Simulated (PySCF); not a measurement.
C5H11F.
Bonds: C1–C2, C2–C3, C2–C4, C4–C5, C5–F6. Hydrogens: H7, H8, H9 on C1; H10 on C2; H11, H12, H13 on C3; H14, H15 on C4; H16, H17 on C5.

The same species was optimised twice, with GFN2-xTB and with PBE0-D3(BJ)/def2-SVP (PySCF), and the same property calculations (PySCF, gas phase) were run on both structures.

```json
{"coordinate": "C4–C5 (Å)", "GFN2-xTB": "1.522", "PBE0-D3(BJ)/def2-SVP": "1.511", "change": "-0.011"}
{"coordinate": "C1–C2 (Å)", "GFN2-xTB": "1.528", "PBE0-D3(BJ)/def2-SVP": "1.525", "change": "-0.003"}
{"coordinate": "C5–F6 (Å)", "GFN2-xTB": "1.376", "PBE0-D3(BJ)/def2-SVP": "1.374", "change": "-0.002"}
{"coordinate": "C2–C4 (Å)", "GFN2-xTB": "1.532", "PBE0-D3(BJ)/def2-SVP": "1.529", "change": "-0.003"}
{"coordinate": "C2–C3 (Å)", "GFN2-xTB": "1.527", "PBE0-D3(BJ)/def2-SVP": "1.527", "change": "0.000"}
{"coordinate": "C2–C4–C5 (°)", "GFN2-xTB": "113.1", "PBE0-D3(BJ)/def2-SVP": "114.5", "change": "+1.4"}
{"coordinate": "C3–C2–C4 (°)", "GFN2-xTB": "111.6", "PBE0-D3(BJ)/def2-SVP": "112.5", "change": "+0.9"}
{"coordinate": "C1–C2–C3 (°)", "GFN2-xTB": "110.0", "PBE0-D3(BJ)/def2-SVP": "110.8", "change": "+0.8"}
{"coordinate": "C1–C2–C4 (°)", "GFN2-xTB": "109.7", "PBE0-D3(BJ)/def2-SVP": "110.4", "change": "+0.7"}
{"coordinate": "C4–C5–F6 (°)", "GFN2-xTB": "109.9", "PBE0-D3(BJ)/def2-SVP": "110.1", "change": "+0.2"}
{"coordinate": "C1–C2–C4–C5 (°)", "GFN2-xTB": "-173", "PBE0-D3(BJ)/def2-SVP": "-174", "change": "-1"}
{"coordinate": "C2–C4–C5–F6 (°)", "GFN2-xTB": "173", "PBE0-D3(BJ)/def2-SVP": "175", "change": "+2"}
```

Rotational constants: A = 6993, B = 1700, C = 1466 MHz (GFN2-xTB) against A = 6931, B = 1698, C = 1460 MHz (PBE0-D3(BJ)/def2-SVP). Point groups within 0.08 Å: C1 and C1.

On the GFN2-xTB structure: isotropic polarisability (au) 62.8 [wB97X-D/def2-SVPD]; HOMO (eV) -10.89 [wB97X-D/def2-SVPD]; LUMO (eV) 2.35 [wB97X-D/def2-SVPD]; dipole (D) 2.09 [wB97X-D/def2-SVPD].

Q: What do these properties become on the PBE0-D3(BJ)/def2-SVP structure?

A: 
```tsv
property	level	on GFN2-xTB	on PBE0-D3(BJ)/def2-SVP	change
isotropic polarisability (au)	wB97X-D/def2-SVPD	62.8	63.8	+1.0
HOMO (eV)	wB97X-D/def2-SVPD	-10.89	-10.96	-0.07
LUMO (eV)	wB97X-D/def2-SVPD	2.35	2.32	-0.03
dipole (D)	wB97X-D/def2-SVPD	2.09	2.07	-0.02
energy, GFN2-xTB geometry as zero (kcal/mol)	wB97X-D/def2-SVPD	0.0	-0.6	-0.6
```

The heavy atoms differ by 0.013 Å rms after alignment. Among bonds between heavy atoms C4–C5 changes most (-0.011 Å). Changes are differences of the printed values. Neither structure is proved a minimum here.

The values belong to the conformer `[CH3:1][CH:2]([CH3:3])[CH2:4][CH2:5][F:6]`: C1–C2–C4–C5 -174°, C2–C4–C5–F6 175°.

The pairwise dispersion term of wB97X-D wasn't added to the energies; at a given geometry it leaves orbitals and properties as they are.
